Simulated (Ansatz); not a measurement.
# doublet BH(-): levels of theory in one basis

```xyz
2

B     0.0000    0.0000   -0.6965
H     0.0000    0.0000    0.6965
```

Basis set: def2-SVP (spherical functions). Correlated methods keep 1 orbital frozen. Correlation on ROHF uses semicanonical orbitals with singles. Charge -1, multiplicity 2.

Computed with Ansatz (development build ahead of 0.2.0); each method stands on the lowest determinant of its kind that the runs found.

```csv
method,E − E(ROHF) (eV),<S²> of the determinant
ROHF,0.00,0.75
UHF,-0.13,1.06
ROHF-MP2,-1.90,–
ROHF-CCSD(T),-2.57,–
UHF-CCSD(T),-2.56,1.06
```

Q: What does UHF-MP2 give on the same scale?

A: -1.81 eV.

Caution: no diffuse functions for an anion. Caution for UHF, UHF-MP2, UHF-CCSD(T): the unrestricted determinant is spin contaminated.
